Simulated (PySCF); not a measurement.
One molecule, one basis, several functionals.

Compound: C3H9OP.
Atom-mapped SMILES: `[CH3:1][P:2]([CH3:3])([CH3:4])=[O:5]` (hydrogens: H6, H7, H8 on C1; H9, H10, H11 on C3; H12, H13, H14 on C4)

PySCF, pcSseg-1 basis, density fitting, gas phase, PBE0-D3(BJ)/def2-SVP geometry. One functional is left out:

```csv
functional,exact exchange (%),HOMO energy (eV),LUMO energy (eV),dipole moment (D)
B97-D,0,-5.88,0.19,4.144
BLYP,0,-5.75,0.06,4.063
BP86,0,-6.00,0.15,4.110
LDA,0,-6.06,-0.12,4.176
OPBE,0,-5.87,0.34,4.059
PBE,0,-5.89,0.06,4.065
B3LYP,20,-7.11,0.52,4.282
PBE0,25,-7.39,0.85,4.324
```

Q: Predict the row of mPW1PW91 (25 % exact exchange) by straight lines through the other rows, and check it.

A: 
```
         property   line  computed  computed − line  PBE0 (25 %), for comparison
 HOMO energy (eV)  -7.40     -7.43            -0.03                        -7.39
 LUMO energy (eV)   0.76      0.87            +0.11                         0.85
dipole moment (D)  4.325     4.350           +0.025                        4.324
```

Q: Which of these properties follows the share of exact exchange most closely, and which least?

A: Most closely the HOMO energy, least the LUMO energy; the correlations over the tabulated rows are HOMO energy -0.989, dipole moment 0.914, LUMO energy 0.889. The HOMO energy moves by -0.596 eV for every 10 %. Functionals with the same share still differ in their other parts: at 0 % BLYP and LDA differ by 0.31 eV in it.
